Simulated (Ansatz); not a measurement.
Frontier orbitals of C₃H₃Cl, SMILES `C=C=CCl`.

```json
{"atom": "C1", "x (Å)": "-0.7526", "y (Å)": "0.5085", "z (Å)": "1.0100"}
{"atom": "C2", "x (Å)": "0.0130", "y (Å)": "0.0094", "z (Å)": "0.0881"}
{"atom": "C3", "x (Å)": "0.7906", "y (Å)": "-0.4928", "z (Å)": "-0.8213"}
{"atom": "Cl4", "x (Å)": "0.3469", "y (Å)": "-0.5838", "z (Å)": "-2.4905"}
{"atom": "H5", "x (Å)": "-0.7133", "y (Å)": "1.5634", "z (Å)": "1.2643"}
{"atom": "H6", "x (Å)": "-1.4578", "y (Å)": "-0.1130", "z (Å)": "1.5536"}
{"atom": "H7", "x (Å)": "1.7732", "y (Å)": "-0.8917", "z (Å)": "-0.6041"}
```

The species carries charge 0 and has multiplicity 1. The geometry is a stationary point of PBE0-D4/def2-TZVP. Basis def2-TZVPP, the Gaussian-basis code of Ansatz.

| functional | HOMO (eV) | LUMO (eV) | gap (eV) |
| --- | --- | --- | --- |
| PBE | -6.17 | -1.75 | 4.42 |
| PBE0 | -7.36 | -0.74 | 6.62 |
| B3LYP | -7.13 | -0.96 | 6.17 |
| r2SCANh | -6.83 | -1.18 | 5.65 |
| BHLYP | -8.41 | 0.41 | 8.82 |
| ωB97M-V | -9.53 | 1.43 | 10.96 |

(1) What is the vertical ionisation energy at frozen-core CCSD(T)/CBS(def2)? (An estimate is asked.)

## Answers

(1) The calculation gave: 9.88 eV (T1 of the cation 0.037).

Against PBE, PBE0 changes HOMO and LUMO by −1.19 and +1.01 eV, ωB97M-V by −3.36 and +3.18 eV. A gap of 4.42 eV thus becomes 10.96 eV for the same molecule, so an orbital gap means little without its functional. A positive LUMO is unbound and depends on the basis. −ε(HOMO) differs from that ionisation energy by −3.71 eV with PBE and −0.35 eV with ωB97M-V.

B3LYP here is the variant with VWN-RPA as its local correlation; programs differ in this.
